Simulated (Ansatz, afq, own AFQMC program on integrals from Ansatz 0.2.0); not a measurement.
AFQMC on a folder of integrals that Ansatz 0.2.0 wrote.

```yaml
crystal:
  periodic: [false, false, false]
  atoms:
    - {symbol: B, position_ang: [0.000000, 0.000000, 0.090069]}
    - {symbol: C, position_ang: [0.000000, 0.000000, -1.358850]}
    - {symbol: H, position_ang: [0.000000, 0.000000, 1.268781]}
basis:
  gaussian: {orbitals: 6-31G}
total_charge: 1
magnetization: {spin_polarized: true, initial_magnetization: 3}
correlation: {method: ccsd_t, electrons: outside_noble_gas, hamiltonian_folder: ham}
```

```sh
$ ansatz run in.yaml --threads 1 --pin off --events-out ev --progress --plain --max-ram 24576MiB --backend cuda --devices 0, --max-vram 18GiB
```

Options of the walk:

```
--method phaseless --trial cisd --walkers 80 --populations 1 --least-time 40 --time-step 0.01 --steps-per-block 5 --equilibration-blocks 200 --max-blocks 400 --target-error 0.00064 --factor-cut 1e-05 --start spin_pure --seed 2847 --taylor-order 6
```

Times are imaginary, in 1/Eh. The walk had a cap of 60 s.

Output of the walk:

```
orbitals 18  electrons 5 2  factors 112 of 285
reference energy -62.64116170 Eh
CCSD correlation -0.08203490 Eh in 12 cycles, weight of the determinant in the CISD state 0.9406
energy of the start -62.723195 Eh
 block  time / (1/Eh)  mean weight  energy / Eh
     1     0.050  1.0005  -62.723053
     2     0.100  0.9989  -62.723030
     3     0.150  0.9976  -62.722990
     4     0.200  1.0007  -62.723034
     5     0.250  1.0013  -62.723081
     8     0.400  0.9997  -62.722950
    16     0.800  0.9989  -62.724001
    61     3.050  1.0008  -62.725633
   106     5.300  1.0014  -62.725633
   151     7.550  1.0022  -62.726055
   196     9.800  1.0004  -62.726524
   241    12.050  0.9995  -62.724493
   286    14.300  0.9997  -62.725712
   301    15.050  0.9979  -62.730654
   331    16.550  1.0001  -62.715015
   376    18.800  0.9985  -62.727266
   421    21.050  0.9996  -62.725447
   466    23.300  0.9977  -62.723691
   511    25.550  1.0003  -62.723903
   556    27.800  0.9995  -62.724438
   586    29.300  1.0013  -62.724846
blocks merged  error / Eh  count
     1  0.000118  400
     2  0.000161  200
     4  0.000213  100
     8  0.000285  50
    16  0.000384  25
    32  0.000388  12
energy -62.724659 +/- 0.000384 Eh
(rows thinned)
```

The run failed at least one of its tests; the cautions name the faults.

Against this walk (error 10.4 meV) on the same determinant: CCSD(T) 8.5 meV lower (within the noise), CCSDT(Q) 28.6 meV lower, CCSDTQ 28.9 meV lower, full CI 28.9 meV lower, a separate phaseless walk with a CISD trial and standard settings 20.4 ± 10.6 meV lower (within the noise). The error is statistical and leaves out the bias of the constraint.

Cautions: constraint bias not in the error; error not settled; lower spins were not checked; the sampling time fell short of the least asked; the time-step error isn't removed.

The walk took 18 s on 1 × NVIDIA H100 80GB HBM3 with 2 threads of AMD EPYC 7R13 Processor (Zen 3), with other jobs on the host (the card was shared). The log's last line is the phaseless energy.

CCSDT and higher add their correlation energy to the determinant of the CCSD(T) run, since their own runs factorise the integrals more tightly (a shift of under 2 meV). A walk keeps the symmetry of its determinant, which the program's search chose and which needn't be the lowest solution, so a lower state of the same spin and another symmetry isn't excluded.
